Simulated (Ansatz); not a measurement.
**NS (doublet): from Hartree-Fock to the top rungs at distance N1–S2 = 1.486 Å, 6-31G**

How much of the correlation energy of NS (doublet) does each wave-function method recover here?

The runs use Ansatz 0.2.0, Gaussian basis; 6-31G, core rule «outside noble gas», up to 6 orbitals frozen.

The runs, in order: UHF; CCSD(T) on ROHF; CCSD(T) on UHF; BCCD(T) on ROHF; CISD; CCSDT(Q) on ROHF; CCSDT(Q) on UHF; CISDTQ; CCSDTQ on ROHF; CCSDTQ on UHF; CASSCF and MRCISD+Q, 3 electrons in 3 orbitals; CASSCF and NEVPT2, 3 electrons in 3 orbitals; CASSCF and MRCISD+Q, 11 electrons in 8 orbitals; CASSCF and NEVPT2, 11 electrons in 8 orbitals; Full CI.

35 further runs of the same task are left out: 1 for a mislabelled method, 11 for a known fault of the program, 19 that didn't finish, 4 set aside as unsound or not needed.

## Step 1: The geometry

The geometry derives from a PBE0/def2-TZVP stationary point (not a proven minimum). One bond is set to the value named and the two fragments are kept rigid.

2 atoms, charge 0, spin multiplicity 2.

Atoms are counted from 1 here; the program's logs count them from 0.

Bond lengths: N1–S2 1.486 Å.

## Step 2: UHF

File in.yaml:

```yaml
crystal:
  periodic: [false, false, false]
  atoms:
    - {symbol: N, position_ang: [0.000000, 0.000000, 0.000000]}
    - {symbol: S, position_ang: [0.000000, 0.000000, 1.485600]}
basis:
  gaussian: {orbitals: 6-31G}
magnetization: {spin_polarized: true, initial_magnetization: 1}
hamiltonian: {xc: hf}
output: {orbitals: {seedname: orbitals}}
```

Started as:

```bash
ansatz run in.yaml --threads 1 --pin off --events-out ev --progress --plain --max-ram 2393MiB
```

The runs that follow: CCSD(T) on ROHF; CCSD(T) on UHF; BCCD(T) on ROHF; CISD; CCSDT(Q) on ROHF; CCSDT(Q) on UHF; CISDTQ; CCSDTQ on ROHF; CCSDTQ on UHF; CASSCF and MRCISD+Q, 3 electrons in 3 orbitals; CASSCF and NEVPT2, 3 electrons in 3 orbitals; CASSCF and MRCISD+Q, 11 electrons in 8 orbitals; CASSCF and NEVPT2, 11 electrons in 8 orbitals; Full CI.

**Question.** What will the summary of the whole plan be? Wanted: FCI below the RHF energy; RMP2 from FCI; UMP2 from FCI; RCCSD from FCI; RCCSD(T) from FCI; UCCSD(T) from FCI; RCCSDT(Q) from FCI; UCCSDT(Q) from FCI; NEVPT2 pair from FCI.

**Answer**, as computed:

| quantity | value |
| --- | --- |
| FCI below the RHF energy | -4.9831 eV |
| RMP2 from FCI | +7.28 kcal/mol |
| UMP2 from FCI | +27.59 kcal/mol |
| RCCSD from FCI | +5.18 kcal/mol |
| RCCSD(T) from FCI | +1.13 kcal/mol |
| UCCSD(T) from FCI | +1.46 kcal/mol |
| RCCSDT(Q) from FCI | +0.11 kcal/mol |
| UCCSDT(Q) from FCI | +0.05 kcal/mol |
| NEVPT2 pair from FCI | +12.01 kcal/mol |
| MRCISD+Q pair from FCI | +3.94 kcal/mol |
| NEVPT2 valence from FCI | +11.21 kcal/mol |
| levels within 1 kcal/mol (43 meV) | RCCSDT, UCCSDT, CISDTQ, RCCSDT(Q), UCCSDT(Q), RCCSDTQ, UCCSDTQ, MRCISD+Q valence |
| T1 diagnostic | 0.033 |
| effectively unpaired electrons | 1.11 |

What this shows: RCCSD(T) lands +1.13 kcal/mol from the yardstick (1.0 % of the correlation energy). One determinant dominates. Of the multireference levels listed MRCISD+Q valence comes nearest in total energy (+0.55 kcal/mol), which doesn't show that its space is the better one. These misses are within one basis, not against nature; the frozen cores of restricted and unrestricted runs differ, which can shift their rows.
